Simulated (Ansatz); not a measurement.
## BH5N2, SMILES NBN: a polarisability from point charges

Computed with Ansatz 0.2.0 through its Python package.

`field_bh5n2.py`:
```python
import warnings

import ansatz
import numpy as np

warnings.simplefilter("ignore", ansatz.DeckWarning)

molecule = (
    ansatz.Crystal.molecule()
    .atom("N", (-0.7481, 0.6081, -0.9762))
    .atom("B", (0.075, 0.2593, 0.1922))
    .atom("N", (0.8331, -1.0366, 0.1427))
    .atom("H", (-1.4727, -0.0591, -1.0671))
    .atom("H", (-1.2636, 1.5464, -0.76))
    .atom("H", (0.1569, 0.9882, 1.1346))
    .atom("H", (1.8983, -0.787, 0.2929))
    .atom("H", (0.6133, -1.5766, 0.9851))
)

job = (
    molecule.calculation()
    .basis(gaussian="aug-cc-pVDZ")
    .functional("HF")
    .forces()
)
centre = np.mean([site.position_ang for site in molecule.cartesian_sites], axis=0)
field = 2 * 14.399645 * 4.0 / 25.0 ** 2


def dipole(axis, sign):
    arm = 25.0 * np.eye(3)[axis]
    pair = [{"charge": sign * 4.0, "position_ang": (centre - arm).tolist()}, {"charge": -sign * 4.0, "position_ang": (centre + arm).tolist()}]
    deck = job.input().set(ansatz.key.basis.gaussian.point_charges, pair)
    return np.array(ansatz.Session.from_dict(deck).plan().execute().report["charge_distribution"]["dipole_moment_e_ang"])


print(f"field {field:.4f} V/A")
alpha = np.array([(dipole(axis, 1) - dipole(axis, -1)) / (2 * field) * 14.399645 for axis in range(3)])
print("polarisability tensor (A^3)")
print(np.array2string(alpha, precision=3, suppress_small=True))
print(f"mean {np.trace(alpha) / 3:.3f} A^3 = {np.trace(alpha) / 3 / 0.14818471:.2f} bohr^3")
```

`python field_bh5n2.py` gives:
```text
field 0.1843 V/A
polarisability tensor (A^3)
[[ 4.945 -0.548  0.488]
 [-0.551  4.993 -0.055]
 [ 0.486 -0.055  4.863]]
mean 4.934 A^3 = 33.29 bohr^3
```

The geometry is a force-field or estimated start, not a minimum of this method, and the basis set is short of its limit. The field of two point charges is only nearly even. Timing: 13 s on 1 thread of Arm Neoverse V1, on a shared host, peak memory 0.26 GiB.

(Lines on the test bed's own set-up are left out of the output.)
